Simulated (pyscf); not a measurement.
**Routes from HO–B(OH)–OH (SMILES OB(O)O) + SiH₄ (SMILES [SiH4])**

Candidate steps break at most two bonds and form at most two. Each was searched with GFN2-xTB (tblite) first. PySCF, gas phase, ωB97X-D3(BJ)/def2-SVP geometries. Energies: ωB97M-D3(BJ)/def2-TZVP, kcal/mol, from the separated reactants, singlet surface; ΔG‡ with ideal gas, 1 atm, RRHO with modes under 100 cm⁻¹ raised to 100, one conformer, R ln 2 for chiral ones without a mode under 150 cm⁻¹.

```
products                              type   ΔE‡     ΔE  ΔG‡ 298 K  ΔG‡ 900 K  ν‡ (cm⁻¹)
--------------------  --------------------  ----  -----  ---------  ---------  ---------
HO–SiH₃ + HO–BH–OH    four-centre exchange  31.9  +10.0       42.4       62.1       386i
HO–B(OH)–O–SiH₃ + H₂  four-centre exchange  44.7  -15.6       51.2       68.3      1328i
```

Row 1: On the product side the descent ends in a complex (not fully relaxed), 5.9 kcal/mol under the separated species and 27.1 kcal/mol under the saddle at ωB97X-D3(BJ)/def2-TZVP. 

Plain bond fissions and candidates not yet searched are not listed, and one of them may be faster. Each barrier is that of the saddle found; lower ones may exist.
